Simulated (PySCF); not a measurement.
Scalar relativity in Mg (magnesium, neutral)

[Ne] 3s2, closed-shell 1S; UHF calculated with PySCF 2.14 in dyall-av3z, once non-relativistic with a point nucleus and once with spin-free X2C-1e and a Gaussian nucleus.

| shell | ε non-rel. (eV) | ε X2C (eV) | rms r non-rel. (bohr, spins averaged) | rms r X2C (bohr, spins averaged) | change of radius (%) |
| --- | --- | --- | --- | --- | --- |
| 1s | -1334.2 | -1336.5 | 0.1515 | 0.1511 | -0.29 |
| 2s | -102.53 | -102.85 | 0.7557 | 0.7540 | -0.23 |
| 2p | -62.102 | -62.056 | 0.7731 | 0.7729 | -0.04 |
| 3s | -6.886 | -6.896 | 3.524 | 3.519 | -0.14 |

The total energy goes from -199.6145 to -199.9217 hartree.

Ionisation energy, Mg [Ne] 3s2 (1S) → Mg⁺ [Ne] 3s1 (2S) (eV):

```json
{"method": "UHF", "non-relativistic": "6.605", "spin-free X2C": "6.615", "shift": "0.010"}
{"method": "LDA", "non-relativistic": "7.721", "spin-free X2C": "7.732", "shift": "0.011"}
{"method": "PBE", "non-relativistic": "7.613", "spin-free X2C": "7.624", "shift": "0.011"}
{"method": "PBE0", "non-relativistic": "7.542", "spin-free X2C": "7.552", "shift": "0.010"}
{"method": "r2SCAN", "non-relativistic": "7.370", "spin-free X2C": "7.380", "shift": "0.010"}
{"method": "MP2 (valence)", "non-relativistic": "7.261", "spin-free X2C": "7.270", "shift": "0.009"}
{"method": "SCS-MP2 (valence)", "non-relativistic": "7.392", "spin-free X2C": "7.401", "shift": "0.009"}
{"method": "CCSD (valence)", "non-relativistic": "7.529", "spin-free X2C": "7.537", "shift": "0.008"}
{"method": "CCSD(T) (valence)", "non-relativistic": "7.529", "spin-free X2C": "7.537", "shift": "0.008"}
{"method": "CCSDT (valence)", "non-relativistic": "7.529", "spin-free X2C": "7.537", "shift": "0.008"}
{"method": "FCI (valence)", "non-relativistic": "7.529", "spin-free X2C": "7.537", "shift": "0.008"}
```

Relativity contracts and stabilises s shells directly. The contracted s shells screen the nucleus better, so for spin-averaged p shells the direct and indirect effects partly cancel.
